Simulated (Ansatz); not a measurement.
Graphite was calculated with HSE06-D3(BJ) (plane waves, PAW; Ansatz, a first-principles code).

Numerical settings: plane-wave cutoff 500 eV, 12×12×4 k mesh (along the axes of the cell as run), Fermi–Dirac smearing 0.05 eV, scalar-relativistic PAW data made under PBE.

Computed at the level's own relaxed cell.

### Question
Predict the volume per atom, lattice parameter a and c axis length.

### Answer

* **volume per atom**: 8.73 Å³/atom
* **lattice parameter a**: 2.449 Å
* **c axis length**: 6.725 Å

Measured, for comparison: lattice constant a 2.461 Å (300 K, not corrected to a static lattice, our sources range from 2.456 to 2.461; as tabulated in Wikipedia's data pages); lattice parameter c 6.67 Å (low temperature, zero-point motion not removed; as tabulated in Berland et al. (2010), arXiv:1007.3305). Computed (rounded) less measured: lattice constant a -0.5 % (-0.3 % to -0.5 % over the range), lattice parameter c +0.8 %. A static lattice is as a rule a little smaller and stiffer than an uncorrected measurement, which narrows the difference in the lattice constant a and would widen misses of the other sign.

Note: exact exchange on metals is sensitive to the k mesh and can open a false gap.

Computed values are for the static lattice.

The result took very roughly 11 core-minutes.
